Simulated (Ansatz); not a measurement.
Cost and result for the atomization energy of C$_{4}$H$_{10}$ (`CCCC`) (14 atoms, 13 bonds).

| atom | x (Å) | y (Å) | z (Å) |
| --- | --- | --- | --- |
| C1 | 0.8869 | 0.2091 | 1.7204 |
| C2 | -0.0615 | 0.4988 | 0.5703 |
| C3 | 0.0624 | -0.4980 | -0.5709 |
| C4 | -0.8876 | -0.2097 | -1.7199 |
| H5 | 1.9285 | 0.2337 | 1.3874 |
| H6 | 0.7789 | 0.9388 | 2.5261 |
| H7 | 0.7014 | -0.7824 | 2.1432 |
| H8 | 0.1221 | 1.5091 | 0.1858 |
| H9 | -1.0954 | 0.4994 | 0.9355 |
| H10 | -0.1195 | -1.5084 | -0.1861 |
| H11 | 1.0959 | -0.4974 | -0.9371 |
| H12 | -0.7050 | 0.7827 | -2.1421 |
| H13 | -1.9288 | -0.2372 | -1.3861 |
| H14 | -0.7784 | -0.9385 | -2.5264 |

Total charge 0; spin multiplicity 1. Geometry: relaxed with PBE0-D4/def2-TZVP. It is one conformer, not always the lowest. Program: Ansatz. Hardware: A = 2 threads of a server CPU on a shared host; B = 2 threads of an AMD EPYC 7R13 on a shared host and a share of an NVIDIA H100 80 GB. Times are those of one run each, without the atoms' runs, and a repeat can differ threefold. Electronic energies, without spin–orbit coupling; frozen cores. CCSD(T)/CBS adds CCSD(T) − MP2 in def2-TZVPP to the MP2 limit, and its time is that of the two runs behind it. T1 = 0.008. B3LYP takes the VWN-RPA correlation (the form of Gaussian; ORCA's B3LYP/G). HSE06 is the plane-wave form, built on full-range PBE exchange.

CCSD(T)/CBS is a level of theory with its own doubt, some kJ/mol a heavy atom from the limit and from the frozen cores, so smaller differences don't rank the functionals.

```json
{"level": "PBE0-D4/def2-TZVPP [A]", "functions": "264", "wall time": "3 s", "atomization (kJ/mol)": "5473.1", "difference from CCSD(T)/CBS": "28.3", "per bond": "2.2"}
{"level": "HSE06-D4/def2-TZVPP [A]", "functions": "264", "wall time": "3.1 s", "atomization (kJ/mol)": "5476.1", "difference from CCSD(T)/CBS": "31.3", "per bond": "2.4"}
{"level": "PBE-D4/def2-TZVPP (with forces) [A]", "functions": "264", "wall time": "3.2 s", "atomization (kJ/mol)": "5518.6", "difference from CCSD(T)/CBS": "73.8", "per bond": "5.7"}
{"level": "BHLYP-D4/def2-TZVPP [A]", "functions": "264", "wall time": "3.3 s", "atomization (kJ/mol)": "5351.5", "difference from CCSD(T)/CBS": "-93.3", "per bond": "-7.2"}
{"level": "MP2/def2-QZVPP [B]", "functions": "528", "wall time": "3.5 s", "atomization (kJ/mol)": "5426.7", "difference from CCSD(T)/CBS": "-18.1", "per bond": "-1.4"}
{"level": "CCSD(T)/def2-TZVPP [B]", "functions": "264", "wall time": "4.7 s", "atomization (kJ/mol)": "5339.6", "difference from CCSD(T)/CBS": "-105.2", "per bond": "-8.1"}
{"level": "r2SCANh-D4/def2-TZVPP [A]", "functions": "264", "wall time": "4.7 s", "atomization (kJ/mol)": "5437.1", "difference from CCSD(T)/CBS": "-7.7", "per bond": "-0.6"}
{"level": "r2SCAN-D4/def2-TZVPP (with forces) [A]", "functions": "264", "wall time": "4.9 s", "atomization (kJ/mol)": "5451.4", "difference from CCSD(T)/CBS": "6.6", "per bond": "0.5"}
{"level": "CCSD(T)/def2-SVP [A]", "functions": "106", "wall time": "5.5 s", "atomization (kJ/mol)": "5256.6", "difference from CCSD(T)/CBS": "-188.2", "per bond": "-14.5"}
{"level": "B3LYP-D4/def2-TZVPP (with forces) [A]", "functions": "264", "wall time": "5.5 s", "atomization (kJ/mol)": "5453.2", "difference from CCSD(T)/CBS": "8.4", "per bond": "0.6"}
{"level": "PBE-QIDH/def2-TZVPP [A]", "functions": "264", "wall time": "6.5 s", "atomization (kJ/mol)": "5438.6", "difference from CCSD(T)/CBS": "-6.2", "per bond": "-0.5"}
{"level": "ωB97X-V/def2-TZVPP [A]", "functions": "264", "wall time": "8 s", "atomization (kJ/mol)": "5448.4", "difference from CCSD(T)/CBS": "3.6", "per bond": "0.3"}
{"level": "CCSD(T)/CBS(def2)", "functions": "–", "wall time": "8.1 s", "atomization (kJ/mol)": "5444.8", "difference from CCSD(T)/CBS": "0.0", "per bond": "0.0"}
```

Leaving LDA and LC-ωPBE aside and taking each functional with its dispersion term where it has one, the values spread over 167.1 kJ/mol, from BHLYP-D4 to PBE-D4. LDA lies +620.0 kJ/mol from PBE without D4, its usual overbinding. The D4 term adds +32.6 kJ/mol with B3LYP and +17.1 kJ/mol with PBE0; it sums over pairs of atoms, weighted by their polarisabilities, and B3LYP, whose exchange is more repulsive, gets the larger term. From BLYP to BHLYP (50 % exact exchange), in def2-TZVPP and without D4, the atomization energy moves by −35.4 kJ/mol: exact exchange takes away binding that semilocal exchange gives to molecules.
